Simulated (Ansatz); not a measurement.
Born–Oppenheimer molecular dynamics of BClH$_{3}$N (6 atoms, charge 0, multiplicity 1). It goes on from the last frame of an earlier run, with new velocities.

These are results of RKS B3LYP/def2-SVP (Ansatz), not measurements.

```yaml
ensemble: NVT, Langevin thermostat
time_step: 1 fs
steps_asked: 100
set_temperature: 100 K
friction: 0.02 /fs
seed: 565546
```

First frame:

```xyz
6
Properties=species:S:1:pos:R:3
B -0.072 -0.487 -0.190
H -0.006 -1.187 0.861
N 1.133 -0.275 -0.860
H 2.039 -0.714 -0.712
H 1.197 0.203 -1.740
Cl -1.429 0.594 -0.713
```

Q: How far do the bonds stretch over the last three quarters of this one trajectory? (Pairs bonded in most of those frames.)

A: 
```csv
bond,mean (Å),spread (Å),shortest,longest
B1–H2,1.211,0.040,1.15,1.28
B1–N3,1.392,0.012,1.37,1.41
B1–Cl6,1.789,0.025,1.73,1.84
N3–H4,1.014,0.004,1.00,1.03
N3–H5,1.016,0.022,0.98,1.06
```

Mean temperature of the second half: 151 K. The mean temperature of the second half is 51 % above the set value. A run of 0.1 ps of so small a system gives no equilibrium averages.

Time of the run: 99 s on 1 thread of Intel(R) Xeon(R) Platinum 8488C (Sapphire Rapids), with other jobs on the host, peak memory 0.13 GiB.
